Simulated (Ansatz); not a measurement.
Two structures of SiNH7O, closed shell, reached by relaxing down either side of one saddle point (PBE0-D4/def2-TZVP). Energies are electronic, without zero-point energy. Program: Ansatz 0.2.0. Basis: def2-TZVPP and def2-QZVPP. Cores are frozen in the correlated methods. Extrapolation: Hartree–Fock as exp(−7.88 √X), correlation as X^−2.97. First:

Si1  (0.115, 0.698, 0.600)
H2  (1.348, -0.133, 0.628)
H3  (-0.085, 1.427, -0.670)
H4  (-1.071, -0.089, 1.035)
O5  (0.320, 1.949, 1.683)
H6  (-0.177, -2.127, -0.879)
N7  (-0.237, -1.197, -1.275)
H8  (0.468, 1.709, 2.598)
H9  (-1.145, -1.110, -1.717)
H10  (0.465, -1.127, -2.002)
(Å)

Second:

```
10
angstrom
Si -0.7138 0.9065 -0.1602
H 1.6086 -1.9041 1.5538
H -0.9289 2.1770 -0.8935
H -1.9809 0.4175 0.4469
O 0.4052 1.3272 0.9692
H 1.2869 -1.6806 0.9156
N -0.1851 -0.3927 -1.1417
H 0.7730 0.6091 1.4880
H -0.7957 -1.1679 -1.3358
H 0.5305 -0.2920 -1.8422
```

**Question.** Which bonds change from the first to the second?

**Answer.** SiH₄O ([OH][SiH3]) + NH₃ → SiNH₅O ([NH2][SiH2][OH]) + H₂; bonds formed: Si1–N7, H2–H6; bonds broken: Si1–H2, H6–N7.

**Question.** Give the saddle point's structure and its height above each. (An estimate is asked for; the value comes from the calculation.)

**Answer.** The calculation gives: 41.66 kcal/mol above the first and 50.14 kcal/mol above the second (CCSD(T) at an estimated basis limit (MP2 extrapolated from triple and quadruple zeta, plus CCSD(T) − MP2 in triple zeta)).
```xyz
10
angstrom
Si -0.4590 0.5023 0.2944
H 0.5270 -0.9340 1.1100
H -1.1291 1.5277 -0.5682
H -1.5817 -0.0917 1.0574
O 0.7330 1.4658 0.8957
H 0.4317 -1.2201 -0.0279
N 0.0446 -0.7138 -1.0341
H 1.3037 0.9801 1.4985
H -0.6831 -1.1219 -1.6116
H 0.8127 -0.3945 -1.6141
```

The T1 diagnostic stays at or below 0.012.

Labels in which every atom is bracketed show which atoms are joined, not bond orders.

For scale, one of the runs: CCSD(T)/def2-TZVPP, 202 basis functions (an equivalent command: `ansatz run in.yaml --threads 2`). Hardware: 2 CPU threads, shared host. Wall time 31 s; peak host memory 2.7 GiB.
